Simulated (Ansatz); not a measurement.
## Iridium, fcc: convergence with cold smearing

Computed with Ansatz, LDA, scalar-relativistic PAW, on the relaxed cell (a = 3.812 Å; spin not included). Errors count from a run at 420 eV on a Γ-centred 23×23×23 mesh with Fermi-Dirac smearing of 0.1 eV, extrapolated to zero width. Fixed here: cutoff 420 eV, mesh 14×14×14. The SCF starts from atomic densities corrected by a trained network.

| width (eV) | E(σ→0) error (meV/atom) | F error (meV/atom) | P (GPa) | SCF iterations |
| --- | --- | --- | --- | --- |
| 0.01 | 14.8 | 14.8 | -0.17 | 5 |
| 0.03 | 14.7 | 14.6 | -0.18 | 5 |
| 0.1 | 14.1 | 13.9 | -0.20 | 5 |
| 0.2 | 13.5 | 13.1 | -0.20 | 5 |
| 0.3 | 13.5 | 12.3 | -0.17 | 5 |
| 0.6 | 10.5 | 4.1 | 0.00 | 5 |
| 1.0 | -2.8 | 0.0 | -0.47 | 5 |
